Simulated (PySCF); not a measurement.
Compound: Z-3-amino-2-propenenitrile, C3H4N2.
Cartesian coordinates in Å at the PBE0-D3(BJ)/def2-TZVP level; atoms count from 1:
```xyz
9
C3H4N2 angstrom
N      2.3471   -1.2249    0.1801
C      1.6265   -0.3255    0.2688
C      0.6947    0.7294    0.3510
C     -0.5998    0.5235    0.0238
N     -1.1393   -0.6506   -0.3579
H      1.0300    1.7018    0.6790
H     -1.2976    1.3510    0.0876
H     -2.0646   -0.6806   -0.7399
H     -0.5396   -1.4417   -0.5262
```

Computed with PySCF at wB97X-D/pcSseg-2, non-relativistic, on one gas-phase PBE0-D3(BJ)/def2-TZVP geometry that isn't relaxed in the solvent. The solvent is an IEF-PCM continuum (van der Waals radii × 1.2). Specific hydrogen bonds and non-electrostatic terms are outside this model.

Gas phase at wB97X-D/pcSseg-2: HOMO -8.47 eV, LUMO 1.11 eV, dipole 5.36 D.

Q: What does the continuum do to the energy, the frontier levels and the dipole at wB97X-D/pcSseg-2 in chloroform?

A: 
```tsv
solvent	ε	E(solvent) − E(gas) (kcal/mol)	polarisation term (kcal/mol)	distortion of the solute (kcal/mol)	HOMO (eV)	LUMO (eV)	dipole (D)
chloroform	4.711	-7.78	-9.20	1.42	-8.35	1.20	6.69
```

Polarisation term: ½ Σ q·V over the induced surface charges. Distortion: the rise of the solute's own energy as its density leaves the gas-phase optimum.

Q: Which radius a makes the point-dipole formula ΔE = −[(ε − 1)/(2ε + 1)]·μ²/a³ give the value in chloroform, with the gas-phase dipole?

A: μ = 2.111 au and |ΔE| = 0.01240 Eh give a = 2.67 Å; the farthest nucleus lies 2.65 Å from the centroid of the nuclei. The formula assumes a rigid point dipole at the centre of a sphere.

Q: Give the dipole vector in the frame of the coordinates (D, pointing from negative to positive charge), gas and chloroform.

A: Gas (-4.93, 1.92, -0.92), solvent (-6.16, 2.37, -1.12). Its length changes by +25 % and its direction by less than 1°.

Time: 39 s; peak memory 0.94 GiB. Hardware: an Arm Neoverse N1 with one thread, no GPU (shared host). This is the whole shielding run at wB97X-D/pcSseg-2 in chloroform, SCF included.

wB97X-D is run here without its empirical dispersion term; that term would change no orbital, density or response property at a fixed geometry.
